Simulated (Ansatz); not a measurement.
Density of states of AlNi$_{3}$ (Fm-3m, a = 5.597 Å, b = 5.597 Å, c = 5.597 Å, α = 90.00°, β = 90.00°, γ = 90.00°), in states per eV and primitive cell, averaged over bins of 0.4 eV. Method: DFT PBEsol, scalar-relativistic, plane waves, PAW (Ansatz 0.2.0).

Plane waves to 420 eV, a k mesh through Γ of 14×14×14 on the computed 4-atom cell and Gaussian smearing (0.10 eV); no spin polarisation.

The cell is relaxed at this level. The states (both spins) are summed by tetrahedra on a 21×21×21 mesh at the self-consistent density. Energies are bin centres; the table starts no lower than −8 eV and ends at 6 eV, or lower where the solved bands end.

It is a metal at this level.

| E − E_F (eV) | total | Ni 3d | Al 3p | Ni 4s | Al 3s |
| --- | --- | --- | --- | --- | --- |
| -7.85 | 0.54 | 0.02 | 0.11 | 0.24 | 0.16 |
| -7.45 | 0.64 | 0.04 | 0.12 | 0.25 | 0.21 |
| -7.05 | 0.80 | 0.08 | 0.12 | 0.27 | 0.31 |
| -6.65 | 0.76 | 0.12 | 0.10 | 0.18 | 0.34 |
| -6.25 | 0.80 | 0.17 | 0.14 | 0.15 | 0.33 |
| -5.85 | 0.58 | 0.10 | 0.23 | 0.18 | 0.05 |
| -5.45 | 1.53 | 0.43 | 0.53 | 0.36 | 0.18 |
| -5.05 | 1.36 | 0.56 | 0.35 | 0.21 | 0.22 |
| -4.65 | 1.53 | 0.72 | 0.40 | 0.25 | 0.14 |
| -4.25 | 2.04 | 1.14 | 0.43 | 0.37 | 0.08 |
| -3.85 | 3.52 | 2.40 | 0.53 | 0.51 | 0.03 |
| -3.45 | 5.04 | 3.95 | 0.64 | 0.35 | 0.01 |
| -3.05 | 5.02 | 4.36 | 0.38 | 0.16 | 0.00 |
| -2.65 | 10.22 | 9.55 | 0.33 | 0.08 | 0.02 |
| -2.25 | 7.45 | 6.49 | 0.54 | 0.05 | 0.06 |
| -1.85 | 8.33 | 7.55 | 0.41 | 0.07 | 0.08 |
| -1.45 | 6.59 | 6.13 | 0.17 | 0.10 | 0.05 |
| -1.05 | 2.74 | 2.61 | 0.07 | 0.00 | 0.01 |
| -0.65 | 14.40 | 14.17 | 0.08 | 0.05 | 0.05 |
| -0.25 | 6.54 | 6.20 | 0.17 | 0.09 | 0.04 |
| 0.15 | 2.41 | 1.83 | 0.33 | 0.16 | 0.04 |
| 0.55 | 1.84 | 1.17 | 0.37 | 0.17 | 0.06 |
| 0.95 | 1.51 | 0.81 | 0.37 | 0.16 | 0.06 |
| 1.35 | 1.30 | 0.60 | 0.37 | 0.14 | 0.06 |
| 1.75 | 1.14 | 0.45 | 0.35 | 0.13 | 0.06 |
| 2.15 | 0.99 | 0.34 | 0.32 | 0.11 | 0.05 |
| 2.55 | 0.86 | 0.26 | 0.29 | 0.09 | 0.05 |
| 2.95 | 0.74 | 0.19 | 0.26 | 0.07 | 0.04 |
| 3.35 | 0.61 | 0.14 | 0.21 | 0.05 | 0.03 |
| 3.75 | 0.48 | 0.09 | 0.17 | 0.04 | 0.03 |
| 4.15 | 0.38 | 0.06 | 0.12 | 0.04 | 0.02 |
| 4.55 | 0.96 | 0.17 | 0.11 | 0.44 | 0.10 |
| 4.95 | 2.12 | 0.34 | 0.24 | 0.78 | 0.33 |
| 5.35 | 1.75 | 0.23 | 0.20 | 0.56 | 0.25 |
| 5.75 | 1.49 | 0.17 | 0.22 | 0.42 | 0.19 |

The columns after the total are the Löwdin projections on the occupied valence shells of the potentials. The rest of the total lies in shells that are empty in the free atom, which aren't projected, and between the atoms.

A ferromagnetic start lost its moments in a first run, so spin was left out; other magnetic orders weren't tried.

Whether AlNi3 exists in this form wasn't checked.

Cost: 1 run of about 0.51 core-minutes, on AMD EPYC 9R45 (Zen 5) (shared hosts).